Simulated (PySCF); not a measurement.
C$_{3}$H$_{8}$O, charge +1, doublet, at a GFN2-xTB geometry of the parent state (a state made from the parent by changing its charge; the spin is typed, not shown lowest); PBE/3-21G (PySCF).

Input for PySCF:
```python
from pyscf import gto, scf, dft

mol = gto.Mole()
mol.atom = '''
    O     0.02217187   -0.70637156   -0.00891756
    C    -0.00191006    0.70379066    0.00906344
    C     1.31940794   -1.23577614   -0.00427645
    C    -1.44920700    1.16750381    0.00224778
    H     0.51537054    1.07502478    0.90896197
    H     0.53111673    1.09799856   -0.87167144
    H     1.21557456   -2.31874503   -0.01916715
    H     1.88715969   -0.91090045   -0.88622004
    H     1.87140251   -0.93389025    0.89565558
    H    -1.94985378    0.79906787   -0.88859537
    H    -1.96544310    0.77632297    0.87429802
    H    -1.49244744    2.25298407    0.01587030
'''
mol.basis = '3-21g'
mol.charge = 1
mol.spin = 1
mol.verbose = 4
mol.build()

mf = dft.ROKS(mol)
mf.xc = 'pbe'
mf.kernel()
mf.analyze()
```

Output, abridged:

```
PySCF version 2.14.0

[INPUT] verbose = 4
[INPUT] num. atoms = 12
[INPUT] num. electrons = 33
[INPUT] charge = 1
[INPUT] spin (= nelec alpha-beta = 2S) = 1
[INPUT] symmetry False subgroup None
[INPUT] Mole.unit = angstrom
[INPUT] Symbol           X                Y                Z      unit          X                Y                Z       unit  Magmom
[INPUT]  1 O      0.022171870000  -0.706371560000  -0.008917560000 AA    0.041898761969  -1.334848790582  -0.016851746099 Bohr   0.0
[INPUT]  2 C     -0.001910060000   0.703790660000   0.009063440000 AA   -0.003609490281   1.329971596427   0.017127419346 Bohr   0.0
[INPUT]  3 C      1.319407940000  -1.235776140000  -0.004276450000 AA    2.493319653177  -2.335278455872  -0.008081319285 Bohr   0.0
[INPUT]  4 C     -1.449207000000   1.167503810000   0.002247780000 AA   -2.738604327803   2.206262450286   0.004247688588 Bohr   0.0
[INPUT]  5 H      0.515370540000   1.075024780000   0.908961970000 AA    0.973909173269   2.031502411321   1.717689180945 Bohr   0.0
[INPUT]  6 H      0.531116730000   1.097998560000  -0.871671440000 AA    1.003665159875   2.074916563567  -1.647220292205 Bohr   0.0
[INPUT]  7 H      1.215574560000  -2.318745030000  -0.019167150000 AA    2.297103002389  -4.381793059396  -0.036220664088 Bohr   0.0
[INPUT]  8 H      1.887159690000  -0.910900450000  -0.886220040000 AA    3.566214967419  -1.721352377243  -1.674713161701 Bohr   0.0
[INPUT]  9 H      1.871402510000  -0.933890250000   0.895655580000 AA    3.536438212724  -1.764796802902   1.692543748138 Bohr   0.0
[INPUT] 10 H     -1.949853780000   0.799067870000  -0.888595370000 AA   -3.684689627148   1.510019429240  -1.679201884857 Bohr   0.0
[INPUT] 11 H     -1.965443100000   0.776322970000   0.874298020000 AA   -3.714149172416   1.467037797509   1.652183809050 Bohr   0.0
[INPUT] 12 H     -1.492447440000   2.252984070000   0.015870300000 AA   -2.820316916908   4.257522855308   0.029990520515 Bohr   0.0

nuclear repulsion = 133.862529551543
number of shells = 36
number of NR pGTOs = 84
number of NR cGTOs = 52
basis = 3-21g
ecp = {}

******** <class 'pyscf.dft.roks.ROKS'> ********
method = ROKS
initial guess = minao
damping factor = 0
level_shift factor = 0
DIIS = <class 'pyscf.scf.diis.CDIIS'>
diis_start_cycle = 1
diis_space = 8
diis_damp = 0
SCF conv_tol = 1e-09
SCF conv_tol_grad = None
SCF max_cycles = 50
direct_scf = True
direct_scf_tol = 1e-13
num. doubly occ = 16  num. singly occ = 1
XC library pyscf.dft.libxc version 7.1.2
    S. Lehtola, C. Steigemann, M. J. T. Oliveira, and M. A. L. Marques,  SoftwareX 7, 1–5 (2018)
XC functionals = pbe
    J. P. Perdew, K. Burke, and M. Ernzerhof,  Phys. Rev. Lett. 77, 3865 (1996)
    J. P. Perdew, K. Burke, and M. Ernzerhof,  Phys. Rev. Lett. 78, 1396 (1997)
    J. P. Perdew, K. Burke, and M. Ernzerhof,  Phys. Rev. Lett. 77, 3865 (1996)
    J. P. Perdew, K. Burke, and M. Ernzerhof,  Phys. Rev. Lett. 78, 1396 (1997)
radial grids:
    Treutler-Ahlrichs [JCP 102, 346 (1995); DOI:10.1063/1.469408] (M4) radial grids

becke partition: Becke, JCP 88, 2547 (1988); DOI:10.1063/1.454033
pruning grids: <function nwchem_prune>
grids dens level: 3
symmetrized grids: False
atomic radii adjust function: <function treutler_atomic_radii_adjust>
small_rho_cutoff = 0
Set gradient conv threshold to 3.16228e-05
tot grids = 134904
init E= -193.064250196979
  HOMO = -0.316070207087256  LUMO = 0.0218421188584657  gap/eV = 9.19506
cycle= 1 E= -192.655021318124  delta_E= 0.409  |g|= 0.31  |ddm|= 2.09
  HOMO = -0.470812480319152  LUMO = -0.17917457250173  gap/eV = 7.93587
cycle= 2 E= -192.329185938289  delta_E= 0.326  |g|= 0.851  |ddm|= 1.01
  HOMO = -0.447626672415375  LUMO = -0.143370218927372  gap/eV = 8.27924
cycle= 3 E= -192.634905602157  delta_E= -0.306  |g|= 0.442  |ddm|= 0.958
  HOMO = -0.486141646735218  LUMO = -0.151791357054963  gap/eV = 9.09813
cycle= 4 E= -192.677216118007  delta_E= -0.0423  |g|= 0.133  |ddm|= 0.225
  HOMO = -0.49302029551111  LUMO = -0.15863028642935  gap/eV = 9.09922
cycle= 5 E= -192.681408241271  delta_E= -0.00419  |g|= 0.0891  |ddm|= 0.0927
  HOMO = -0.496946358950975  LUMO = -0.159813136177669  gap/eV = 9.17386
cycle= 6 E= -192.682304759186  delta_E= -0.000897  |g|= 0.0607  |ddm|= 0.0408
  HOMO = -0.502714302811171  LUMO = -0.163264799262233  gap/eV = 9.23689
cycle= 7 E= -192.683417432258  delta_E= -0.00111  |g|= 0.0267  |ddm|= 0.0992
  HOMO = -0.502589169255087  LUMO = -0.164068455739316  gap/eV = 9.21162
cycle= 8 E= -192.68370227139  delta_E= -0.000285  |g|= 0.00399  |ddm|= 0.0342
  HOMO = -0.501953250105726  LUMO = -0.163801749459846  gap/eV = 9.20157
cycle= 9 E= -192.683706087776  delta_E= -3.82e-06  |g|= 0.00246  |ddm|= 0.00608
  HOMO = -0.501770625087795  LUMO = -0.163719487943711  gap/eV = 9.19884
cycle= 10 E= -192.683708184764  delta_E= -2.1e-06  |g|= 0.000825  |ddm|= 0.00406
  HOMO = -0.50182588530225  LUMO = -0.16375195892075  gap/eV = 9.19946
cycle= 11 E= -192.683708515678  delta_E= -3.31e-07  |g|= 2.79e-05  |ddm|= 0.0012
  HOMO = -0.50182336210123  LUMO = -0.163749928036614  gap/eV = 9.19945
cycle= 12 E= -192.683708515782  delta_E= -1.05e-10  |g|= 2.89e-05  |ddm|= 9.29e-05
  HOMO = -0.501833338056519  LUMO = -0.163754959191164  gap/eV = 9.19958
Extra cycle  E= -192.683708504506  delta_E= 1.13e-08  |g|= 0.000171  |ddm|= 0.000247
SCF not converged.
SCF energy = -192.683708504506
**** SCF Summaries ****
Total Energy =                        -192.683708504506200
Nuclear Repulsion Energy =             133.862529551542792
One-electron Energy =                 -517.071202610808314
Two-electron Energy =                  190.524964554759350
Two-electron Coulomb Energy =          217.667202313792103
DFT Exchange-Correlation Energy =      -27.142237759032756
HOMO-LUMO gap [eV] =                     9.199581272320996
**** MO energy ****
                Roothaan           | alpha              | beta
MO #1   energy= -19.0363584942264  | -19.0426114716336  | -19.0301055168192  occ= 2
MO #2   energy= -10.138726477526   | -10.1392632200163  | -10.1381897350357  occ= 2
MO #3   energy= -10.1230592341195  | -10.1234255396159  | -10.1226929286231  occ= 2
MO #4   energy= -10.0208529958722  | -10.0209992021223  | -10.0207067896222  occ= 2
MO #5   energy= -1.28205339118888  | -1.29514555806724  | -1.26896122431051  occ= 2
MO #6   energy= -0.950059567736548 | -0.953054230470313 | -0.947064905002782 occ= 2
MO #7   energy= -0.853727643837671 | -0.857457089478553 | -0.849998198196787 occ= 2
MO #8   energy= -0.787795154638339 | -0.791498202885069 | -0.784092106391617 occ= 2
MO #9   energy= -0.715891536387724 | -0.720540951402138 | -0.711242121373308 occ= 2
MO #10  energy= -0.704540665254678 | -0.717913096346317 | -0.691169267590237 occ= 2
MO #11  energy= -0.656285882245203 | -0.659371625187804 | -0.6532001393026   occ= 2
MO #12  energy= -0.618460908242538 | -0.623968113971052 | -0.612953467801219 occ= 2
MO #13  energy= -0.55867035339036  | -0.560716337567904 | -0.556624369212818 occ= 2
MO #14  energy= -0.542927119527709 | -0.544665558765919 | -0.541188680289497 occ= 2
MO #15  energy= -0.531520899241198 | -0.535044882121074 | -0.527996916361325 occ= 2
MO #16  energy= -0.527129568634503 | -0.532062463471097 | -0.522204646885608 occ= 2
MO #17  energy= -0.501833338056519 | -0.527567898954728 | -0.476089704411795 occ= 1
MO #18  energy= -0.163754959191164 | -0.167767817487685 | -0.159742100894639 occ= 0
MO #19  energy= -0.108521932075785 | -0.112927381885018 | -0.104116482266554 occ= 0
MO #20  energy= -0.0866539298498816 | -0.0901864937483262 | -0.0831213659514419 occ= 0
MO #21  energy= -0.077774977774002 | -0.0833526232895546 | -0.0721974289377386 occ= 0
MO #22  energy= -0.0671386481251512 | -0.0681854479775428 | -0.0660918482727677 occ= 0
MO #23  energy= -0.0543539547200922 | -0.0588132229276331 | -0.0498946869252476 occ= 0
MO #24  energy= -0.0412602953442711 | -0.0440642177286777 | -0.0384563729598691 occ= 0
MO #25  energy= -0.0226483960952795 | -0.0243769336969706 | -0.0209198584935961 occ= 0
 ** Mulliken pop on meta-lowdin orthogonal AOs  **
 ** Mulliken pop  **
 ** Mulliken atomic charges  **
charge of    0O =      0.00398
charge of    1C =      0.01178
charge of    2C =     -0.11055
charge of    3C =     -0.30391
charge of    4H =      0.19173
charge of    5H =      0.19173
charge of    6H =      0.17983
charge of    7H =      0.18417
charge of    8H =      0.18417
charge of    9H =      0.15646
charge of   10H =      0.15646
charge of   11H =      0.15413

WARN: System has nonzero charge 1; the dipole moment is origin-dependent.
Location of origin: [0. 0. 0.]

Dipole moment(X, Y, Z, Debye):  2.68454,  0.21330,  0.02648
```

The run did not converge; its last values are not results.
